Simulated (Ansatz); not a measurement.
# A geometry optimisation of CH2Si2 with r2SCAN-D4/def2-SVP

The starting geometry of this gas-phase singlet was optimised with GFN2-xTB.

```yaml
atoms:
  - { symbol: C, position_ang: [-0.7737, 0.4729, 0.1522] }
  - { symbol: Si, position_ang: [-0.2899, -1.2237, 0.0372] }
  - { symbol: Si, position_ang: [0.3271, 1.4948, 1.2429] }
  - { symbol: H, position_ang: [1.3145, 0.4144, 1.6686] }
  - { symbol: H, position_ang: [-1.6173, 0.9487, -0.3363] }
```

Task: Predict what it relaxes into with r2SCAN-D4/def2-SVP.

Result: A new bond forms, giving a structure with H4 bridging Si3 and Si2, given below by its coordinates. Distances that change by over a tenth: Si2–Si3 (3.04 → 2.55 Å), Si3–H4 (1.52 → 1.70 Å). Contacts that close: Si2–H4 (2.81 → 1.70 Å).

The energy falls by 0.89 eV over 8 steps:

```csv
step,E − E(last) (eV)
1,0.888
2,0.569
3,0.280
4,0.045
5,0.011
6,0.000
7,0.000
8,0.000
```

Final geometry (Å):

```xyz
5

C    -0.8186    0.6173    0.1588
Si    0.0761   -0.9080    0.3927
Si    0.3074    1.4946    1.2285
H     1.1000    0.0018    1.3973
H    -1.7042    0.9013   -0.4126
```

Frequencies at the end are all real (lowest 443 cm⁻¹). Run with Ansatz 0.2.0, 11 s on 1 thread of Arm Neoverse V2, with other jobs on the host.
